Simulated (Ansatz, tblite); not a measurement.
Forces on H₂S₂ at its PBE0-D4/def2-TZVP geometry. Total charge 0; singlet.

The xTB rows come from tblite.

GFN1-xTB (tblite), largest force 0.40 eV/Å:

```xyz
4
positions Å, forces eV/Å
S    -0.665   -0.894   -0.161   -0.087   -0.223    0.321
S     0.714    0.520   -0.697    0.064    0.390    0.062
H    -0.154   -1.229    1.039   -0.085    0.090   -0.273
H     0.105    1.603   -0.180    0.107   -0.257   -0.110
```

GFN2-xTB (tblite), largest force 0.11 eV/Å:

```
S 0.039 0.029 0.090
S -0.049 0.044 0.079
H -0.015 0.023 -0.112
H 0.025 -0.096 -0.058
```

B97M-V/def2-TZVP (Ansatz), largest force 0.07 eV/Å:

```
S 0.060 0.008 0.038
S -0.063 0.020 0.027
H -0.030 -0.001 -0.040
H 0.034 -0.027 -0.025
```
